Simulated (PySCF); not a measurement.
One of the candidates below gave these computed data.

All candidates are C5H7F.

| technique | computed result |
| --- | --- |
| Triplet | lowest triplet excitation (Tamm–Dancoff): 5.66 eV [TDA wB97X-D/def2-SVPD] |
| XPS | C1s 290.1, C1s 290.2, C1s 291.6, C1s 291.6, C1s 293.0, F1s 692.3 eV [ΔSCF SCAN, pcX-2 on the ionised atom, pcseg-1 elsewhere, spin-free X2C] |
| Dipole | 2.21 D [wB97X-D/def2-SVPD] |
| Rotational structure | rotational constants A, B, C: 19.572, 1.201, 1.156 GHz [GFN2-xTB] |
| 13C NMR | chemical shifts (computed TMS as zero) by class: 85.6 (1 C), 85.2 (1 C), 79.0 (1 C), 23.8 (1 C), 4.6 (1 C) ppm [GIAO PBE0/pcSseg-1] |
| UV, strongest line | among the 8 lowest singlet transitions: S7 at 8.42 eV (147 nm, f = 0.034) [TDDFT wB97X-D/def2-SVPD] |
| 1H NMR | chemical shifts (computed TMS as zero) by class: 4.71 (2 H), 2.75 (2 H), 1.96 (3 H) ppm [GIAO PBE0/pcSseg-1] |

Gas-phase values; electronic properties from PySCF, density fitting. Levels stand in brackets. Geometry: GFN2-xTB, one conformer, isolated molecule. NMR classes are plain means over equivalent atoms (diastereotopic ones count apart unless rotation or inversion swaps them), as if these changed places fast.

**Question.** Which candidate is it?
A. `C=CC(=C)CF`
B. `CC#CCCF`
C. `FC[C@H]1C=CC1`

**Answer.** B. It is `CC#CCCF`. Numbering: `[CH3:1][C:2]#[C:3][CH2:4][CH2:5][F:6]`. Its formula, C5H7F, gives 2 degrees of unsaturation: 0 rings and 2 π bonds in the structure found. 5 carbons fall into 5 classes; from least to most shielded: sp3 C–F carbon [C5] (85.6 ppm), alkyne carbon [C2] (85.2 ppm), alkyne carbon [C3] (79.0 ppm), propargylic carbon [C4] (23.8 ppm), propargylic carbon [C1] (4.6 ppm). Hydrogen classes from least to most shielded: 2 H on an sp3 C–F carbon, C5 (4.71 ppm), 2 H on a propargylic carbon, C4 (2.75 ppm), 3 H on a propargylic carbon, C1 (1.96 ppm). The core levels belong to: C1s 290.1 eV, alkyne carbon [C3]; C1s 290.2 eV, alkyne carbon [C2]; C1s 291.6 eV, propargylic carbon [C4]; C1s 291.6 eV, propargylic carbon [C1]; C1s 293.0 eV, sp3 C–F carbon [C5]; F1s 692.3 eV, alkyl fluorine [F6]. The hole state at 290.2 eV has ⟨S²⟩ = 0.84 against 0.75, so that value is less sure. The hole state at 290.1 eV has ⟨S²⟩ = 0.83 against 0.75, so that value is less sure. By its constants the optimised geometry is an asymmetric top.

The others, at the same levels:
- `C=CC(=C)CF` fails: its computed 13C shifts are 149.5 (1 C), 144.5 (1 C), 123.1 (1 C), 117.8 (1 C), 85.7 (1 C) ppm, 1H shifts are 6.68 (1 H), 5.86 (1 H), 5.58 (1 H), 5.48 (2 H), 5.33 (1 H), 5.12 (1 H) ppm and lowest triplet excitation (Tamm–Dancoff) is 3.41 eV (against 5.66 eV).
- `FC[C@H]1C=CC1` fails: its computed 13C shifts are 148.7 (1 C), 143.3 (1 C), 90.8 (1 C), 46.8 (1 C), 38.1 (1 C) ppm, 1H shifts are 6.49 (1 H), 6.09 (1 H), 5.05 (1 H), 4.38 (1 H), 3.21 (1 H), 2.88 (1 H), 2.43 (1 H) ppm and rotational constant A is 9.213 GHz (against 19.572 GHz).

Each candidate is one conformer, not necessarily the lowest. Dipoles, sizes and rotational constants follow the conformer. The torsions of the flexible species, by atom-mapped SMILES:
- `[CH3:1][C:2]#[C:3][CH2:4][CH2:5][F:6]`: C3–C4–C5–F6 180°
- `[CH2:1]=[CH:2][C:3](=[CH2:4])[CH2:5][F:6]`: C1–C2–C3–C4 180°, C2–C3–C5–F6 180°
- `[F:1][CH2:2][C@H:3]1[CH:4]=[CH:5][CH2:6]1`: F1–C2–C3–C4 -172°
